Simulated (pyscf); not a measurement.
Thermochemistry of product channels of F–Ge•(F)–F + H₂O on the doublet surface, in kcal/mol, from ωB97M-D3(BJ)/def2-TZVP energies (ideal gas, 1 atm, RRHO with modes under 100 cm⁻¹ raised to 100, one conformer, R ln 2 for chiral ones without a mode under 150 cm⁻¹). Single points on ωB97X-D3(BJ)/def2-SVP structures (PySCF, gas phase).

| products | ΔE | ΔH(298 K) | ΔG(600 K) | ΔG(1200 K) |
|---|---|---|---|---|
| HF + F–Ge:–F [singlet] + OH• | (withheld) | +51.5 | +32.2 | (withheld) |
| HF + HO–Ge•(F)–F | +5.1 | +4.6 | +3.6 | +1.7 |
| •O–Ge(F)(F)–F + H₂ | +35.0 | +30.1 | +32.9 | +33.8 |
| HO–Ge(F)(F)–F + H• | +15.7 | +11.5 | +16.3 | +18.6 |
| F–GeH(F)–F + OH• | +32.8 | +30.1 | +32.3 | +33.8 |

Problem. What belongs in the gaps?

Solution. 
- HF + F–Ge:–F [singlet] + OH•, ΔE: +54.5
- HF + F–Ge:–F [singlet] + OH•, ΔG(1200 K): +12.8

These are energies of the channels, which say nothing of barriers. Left out: orbital degeneracy and the spin-orbit lowering of OH. Elements up to Kr have no core potential and no relativistic terms here.
